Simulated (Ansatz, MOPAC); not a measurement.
Process, species as SMILES: [Si]([SiH3])(O)(O)O [trihydroxy(silyl)silane] + 4 [H][H] (H2) → 3 O (H2O) + 2 [SiH4] (SiH4)

Wanted: energy of full hydrogenation (enthalpy at 298 K), in kcal/mol. Conventions: no spin-orbit coupling; no dispersion term unless named; non-relativistic; six Cartesian d functions in 6-31G* and its kin unless marked 5d; frozen cores in correlated levels. CBS marks a two-point X^-3 extrapolation of the correlation energy; Hartree-Fock from the larger set. First-principles rows: single points at B3LYP-D3(BJ) geometries (Ansatz, a program for electronic structure), with unscaled harmonic terms from B3LYP/6-31G* (Ansatz) at its own minima. Semi-empirical rows: MOPAC heats of formation at their own minima for 298 K.

| species | coefficient | E at B3LYP/6-31G* (Ansatz), Eh | E at PBE0/def2-TZVPD (Ansatz), Eh | H(298 K) - E, kcal/mol | heat of formation at PM3 (MOPAC), kcal/mol |
|---|---|---|---|---|---|
| O[Si](O)(O)[SiH3] | -1 | -808.38801 | -808.05785 | 48.62 | -225.41 |
| [H][H] (H2) | -4 | -1.17549 | -1.16825 | 8.44 | -13.39 |
| O (H2O) | +3 | -76.40884 | -76.38086 | 15.65 | -53.43 |
| [SiH4] (SiH4) | +2 | -291.88365 | -291.75614 | 22.18 | 12.47 |

Coupled cluster (Ansatz) is a level with limits of its own, used here on species with T1 under 0.025 (0.045 for open shells) and stable references: CCSD(T)/CBS(cc-pV(T+d)Z,cc-pV(Q+d)Z). Value to compare with, CCSD(T)/CBS(cc-pV(T+d)Z,cc-pV(Q+d)Z) (Ansatz): 65.1 kcal/mol. 1 Eh = 627.5095 kcal/mol.

Compute it at each level from the table, and compare with CCSD(T)/CBS(cc-pV(T+d)Z,cc-pV(Q+d)Z) (Ansatz).


- B3LYP/6-31G*: the sum of coefficient times E is 0.09615 Eh, or 60.34 kcal/mol; the thermal terms add 8.93. Result: 69.3 kcal/mol. Its difference against CCSD(T)/CBS(cc-pV(T+d)Z,cc-pV(Q+d)Z) (Ansatz) is 4.2 kcal/mol.
- PBE0/def2-TZVPD: the sum of coefficient times E is 0.07599 Eh, or 47.68 kcal/mol; the thermal terms add 8.93. Result: 56.6 kcal/mol. Its difference against CCSD(T)/CBS(cc-pV(T+d)Z,cc-pV(Q+d)Z) (Ansatz) is -8.5 kcal/mol.
- PM3: the sum of coefficient times heat of formation is 143.62 kcal/mol; it needs no thermal term. Its difference against CCSD(T)/CBS(cc-pV(T+d)Z,cc-pV(Q+d)Z) (Ansatz) is 78.5 kcal/mol.
